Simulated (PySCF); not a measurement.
Input of a run (PBE0-D3(BJ)/def2-SVP geometry optimisation, gas phase (PySCF 2.14.0)), started from GFN2-xTB:
```
{"job": {"xc": "PBE0", "basis": "def2-SVP", "d3": "d3bj", "grid": 1, "maxiter": 30, "shake": 0.01, "kind": "geom"}, "charge": 0, "multiplicity": 1}
P      0.018930    -0.022090     0.574560
H     -0.564340     1.004100    -0.207800
H      1.138140    -0.018640    -0.198210
H     -0.554740    -0.988730    -0.201560
```

Output (energies in Eh, forces in Eh/bohr):
```
step   0  E = -342.89322127  max force = 0.032281
step   1  E = -342.89699145  max force = 0.010609
step   2  E = -342.89728145  max force = 0.002207
step   3  E = -342.89729377  max force = 0.000078
optimisation converged
```

Problem. Summarise the run.

Solution. The energy falls by 2.6 kcal/mol over 4 energy and gradient evaluations, the largest force component goes from 0.0323 to 7.8e-05 Eh/bohr, and the atoms move by 0.051 Å rms after alignment. The bond that changes most is P1–H3 (phosphine phosphorus to P–H hydrogen), which lengthens by 0.069 Å. Bonds longer at the end by more than 0.005 Å: 3 of 3; shorter: 0. The energy never rose by more than 1e-6 Eh on the way. The first step brought 93 % of the lowering.

Problem. What are the final bond lengths?

Solution. P1–H2 1.429 Å, P1–H3 1.429 Å, P1–H4 1.429 Å. Numbering counts from 1 in the input's order; the species is `P` (PH3).

The run used 33 basis functions and 22 SCF cycles in all. On Intel Xeon at 2.60 GHz, one thread, shared host with 128 logical CPUs at a one-minute load of 80, this took 1.8 s of wall time and 0.24 GiB of memory at its peak.

PBE0-D3(BJ)/def2-SVP frequencies: not computed here.
